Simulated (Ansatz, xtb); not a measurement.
System: C4H5, charge -1, multiplicity 1. It need not be the lowest isomer of its formula. Whether it binds its extra electron was not tested at this geometry. SMILES: [C-]1=CCC1
Coordinates optimised at B3LYP-D3(BJ)/def2-TZVP (Ansatz, an electronic-structure program):
```xyz
9

C     -0.0115    -0.7656     0.9370
C     -0.0006     0.5971     0.8410
C     -0.0022    -0.8026    -0.6384
C      0.0098     0.7569    -0.6643
H      0.0007     1.3785     1.6111
H     -0.8886    -1.2619    -1.1017
H      0.8825    -1.2754    -1.0909
H      0.9018     1.2152    -1.1295
H     -0.8694     1.2288    -1.1403
```
Charge -1, spin multiplicity 1.

Harmonic wavenumbers from GFN2-xTB (xtb, at its own minimum), cm⁻¹: 272, 679, 787, 835, 898, 936, 997, 1029, 1030, 1158, 1164, 1201, 1252, 1488, 1489, 1518, 2638, 2710, 2784, 2787, 2831.

Question: Give the harmonic wavenumbers at B3LYP-D3(BJ)/def2-TZVP (Ansatz, finite differences of forces, unscaled).

Answer: 288, 662, 774, 837, 851, 886, 980, 990, 1042, 1155, 1159, 1199, 1227, 1451, 1461, 1490, 2870, 2879, 2935, 2959, 2982 cm⁻¹. Zero-point energy 44.4 kcal/mol.

Question: From these and the geometry, give the ideal-gas thermochemistry at 298.15 K and 1 atm (rigid rotor, harmonic oscillator).

Answer: Point group Cs, rotational symmetry number 1. Rotational constants 13.57, 12.67, 7.138 GHz. S(trans) 37.83, S(rot) 23.09, S(vib) 3.06, S(elec, spin only) 0.00, S 64.0 cal/(mol K). H(298) - H(0) 3.02 kcal/mol; G - E(el) 28.4 kcal/mol.
